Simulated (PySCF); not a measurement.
Gas-phase reaction: 2 AlO + H2O → 2 AlOH + O

Computed with PySCF and rigid-rotor harmonic-oscillator thermochemistry at 1 bar. The comparison is the NASA 1993 polynomial table, which mixes measured and estimated data. † marks an energy on the PBE0/def2-TZVP geometry and frequencies. Open shells (unrestricted): AlO (multiplicity 2), O (multiplicity 3); the rest are closed-shell singlets. Spin-orbit splitting is ignored; it lowers the true energy and changes the entropy of O. The table's entry may be an old estimate for AlO, AlOH (not checked at source).

M06-2X/def2-TZVP† gives ΔH°(298 K) = -56.1 kJ.

Task: What does r2SCAN/def2-TZVP† give, and where does the table lie?

Result: r2SCAN/def2-TZVP†: 24.8 kJ. Table: -2.7 kJ.
